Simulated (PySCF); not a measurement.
AlH2Et: 4 charge schemes on one density

Species: AlH2Et, C2H7Al.
Structure used (PBE0-D3(BJ)/def2-SVP), in Å, numbered top down from 1:
```
atom  x, y, z in Å
Al1    0.743    1.385    0.591
H2     2.339    1.398    0.613
H3    -0.029    2.780    0.536
C4    -0.241   -0.319    0.566
C5    -0.431   -0.885   -0.848
H6    -1.227   -0.181    1.045
H7     0.298   -1.056    1.187
H8    -0.976   -1.844   -0.841
H9    -1.006   -0.202   -1.496
H10    0.531   -1.074   -1.353
```

Density: PBE0/pcSseg-1 (pcSseg-2 on Al) (PySCF); schemes: Mulliken, IAO, Hirshfeld and ESP-fitted. One conformer (not necessarily the lowest) at the PBE0-D3(BJ)/def2-SVP geometry, without solvent, vibrations or thermal averaging.

Which atoms carry the lowest charge in the Mulliken, IAO, Hirshfeld and ESP-fitted schemes?

All schemes agree: Mulliken C4 (-0.598); IAO C4 (-0.627); Hirshfeld C4 (-0.220); ESP-fitted C4 (-0.343).

For which atoms does the sign change between the 4 schemes (beyond +0.03 e in one, beyond −0.03 e in another)?

For none.

At which atom do the 4 schemes differ most?

At C4: from -0.627 (IAO) to -0.220 e (Hirshfeld), 0.407 e apart.

Give the atomic charges in each scheme.

In e:

```
atom                     environment  Mulliken     IAO  Hirshfeld  ESP-fitted
 Al1   aluminium bonded to C and 2 H    +0.682  +0.768     +0.524      +0.860
  H2                 hydrogen on Al1    -0.196  -0.211     -0.178      -0.317
  H3                 hydrogen on Al1    -0.196  -0.211     -0.177      -0.317
  C4  carbon bonded to Al, C and 2 H    -0.598  -0.627     -0.220      -0.343
  C5      carbon bonded to C and 3 H    -0.322  -0.394     -0.116      -0.025
  H6                  hydrogen on C4    +0.135  +0.139     +0.028      +0.041
  H7                  hydrogen on C4    +0.135  +0.140     +0.028      +0.048
  H8                  hydrogen on C5    +0.123  +0.139     +0.038      +0.030
  H9                  hydrogen on C5    +0.118  +0.129     +0.036      +0.014
 H10                  hydrogen on C5    +0.120  +0.129     +0.036      +0.010
```

Mean size of the charges over all atoms: IAO 0.289 e, Mulliken 0.262 e, ESP-fitted 0.200 e, Hirshfeld 0.138 e. Each set sums to the total charge, 0, to within 0.001 e. The IAO scheme counts the electrons in orthogonalised intrinsic atomic orbitals, a minimal basis polarised so that it spans the occupied orbitals exactly.

How closely do the schemes follow one another over all atoms?

Correlation coefficient and root-mean-square difference: Mulliken with IAO 1.00, 0.038 e; Hirshfeld with ESP-fitted 0.98, 0.133 e; IAO with Hirshfeld 0.93, 0.189 e; Mulliken with Hirshfeld 0.93, 0.160 e; Mulliken with ESP-fitted 0.88, 0.162 e; IAO with ESP-fitted 0.88, 0.175 e.

Sum the charges by element, for elements with more than one atom.

```json
{"element": "H", "atoms": "7", "Mulliken": "+0.238", "IAO": "+0.253", "Hirshfeld": "-0.189", "ESP-fitted": "-0.492"}
{"element": "C", "atoms": "2", "Mulliken": "-0.920", "IAO": "-1.021", "Hirshfeld": "-0.335", "ESP-fitted": "-0.368"}
```

How many electrons does the Hirshfeld scheme count on C4?

Z − q = 6 − (-0.220) = 6.220.
